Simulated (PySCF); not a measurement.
Calculation: PBE-D3(BJ)/def2-TZVP // BP86-D3(BJ)/def2-SVP in PySCF. Isolated molecules, 0 K electronic values unless said otherwise. 

Reference species (SMILES): `N` (neutral, multiplicity 1).

```yaml
HOMO: -6.15 eV
dipole_moment: 1.80 D
```

Changed species: `O` (free ligand H2O; the reference has free ligand NH3).

Question: What does the change do to the HOMO and dipole moment?

Answer: the HOMO falls by 0.81 eV, to -6.96 eV; the dipole moment increases by 0.27 D, to 2.07 D.
